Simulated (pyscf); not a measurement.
7 gas-phase steps of one pattern: addition across a multiple bond or ene-type step on the singlet surface, H–H broken and H–Mo + H–O or H–Nb + H–O or H–O + H–Ta or H–O + H–W formed. PySCF, gas phase, ωB97X-D3(BJ)/def2-SVP geometries. Electronic energies in kJ/mol, from the separated reactants; ΔE‡ and ΔE at ωB97M-D3(BJ)/def2-TZVP. Rows were drawn at random from the steps of this pattern with a verified saddle, stable references and no exit in the data more than 5 kcal/mol lower.

```
row                                       step     ΔE    ΔE‡
---  -----------------------------------------  -----  -----
1           O=Ta(F)(F)–F + H₂ → HO–TaH(F)(F)–F   -0.5  115.7
2        O=W(=O)(Cl)–Cl + H₂ → O=WH(OH)(Cl)–Cl  +22.6  153.6
3    O=Ta(OH)(OH)–OH + H₂ -> HO–TaH(OH)(OH)–OH  +27.2      ?
4         O=Mo(=O)(F)–F + H₂ -> O=MoH(OH)(F)–F  +31.9  158.7
5     O=Ta(Cl)(Cl)–Cl + H₂ → HO–TaH(Cl)(Cl)–Cl  +37.9  141.2
6          O=Nb(F)(F)–F + H₂ -> HO–NbH(F)(F)–F  +40.7  150.6
7      O=Mo(=O)(OH)–Cl + H₂ → O=MoH(OH)(OH)–Cl  +41.0  157.9
```

### Question
Fit ΔE‡ = a + b·ΔE to the other rows and predict row 3.

### Answer
Over the 6 complete rows the means are +28.9 (ΔE) and 146.3 (ΔE‡); least squares gives b = 0.81 and a = 122.8 kJ/mol, with residuals of 9.0 kJ/mol (root mean square; largest 12.5, row 2). For row 3: 122.8 + 0.81 × (+27.2) = 144.8 kJ/mol. The computed barrier is 129.4 kJ/mol, 15.4 under the line. The scatter is large against the spread of the barriers, so the line says little here. Each barrier is that of the saddle found. Elements past Kr carry the def2 core potentials, without spin-orbit coupling.
